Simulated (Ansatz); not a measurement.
Coupled-cluster diagnostics for SiMeH3 (CH6Si), Ansatz.

Geometry of the singlet (r2SCAN-D4/def2-TZVP):

```xyz
8

Si   -0.5740   -0.4202   -0.5257
C     0.6400    0.4685    0.5862
H     1.0812    1.3255    0.0726
H     1.4496   -0.1992    0.8890
H     0.1447    0.8323    1.4891
H    -1.1564   -1.5982    0.1704
H     0.1003   -0.8954   -1.7630
H    -1.6852    0.4866   -0.9185
```

Correlated methods freeze 6 core orbitals.

Question: Estimate the CCSD(T) correlation energy, the shares of MP2 and (T), T1 and the reference's ⟨S²⟩ for: charge 0, singlet, own geometry in def2-TZVPP; charge 1, doublet, vertical in def2-TZVPP; and the rough time on 4 threads of Arm Neoverse V1 on a shared host.

Answer: 
```
                          state       basis  correlation (eV)  MP2 share (%)  (T) share (%)     T1  ⟨S²⟩ (pure)  wall time
charge 0, singlet, own geometry  def2-TZVPP           -10.035           86.3            3.1  0.010  0.00 (0.00)        8 s
    charge 1, doublet, vertical  def2-TZVPP            -9.031           83.8            2.9  0.016  0.76 (0.75)       25 s
```
Customary marks for T1 are 0.02 (closed shells), 0.045 (open shells) and about 0.05 (3d metals). T1 stays under 0.02 throughout.
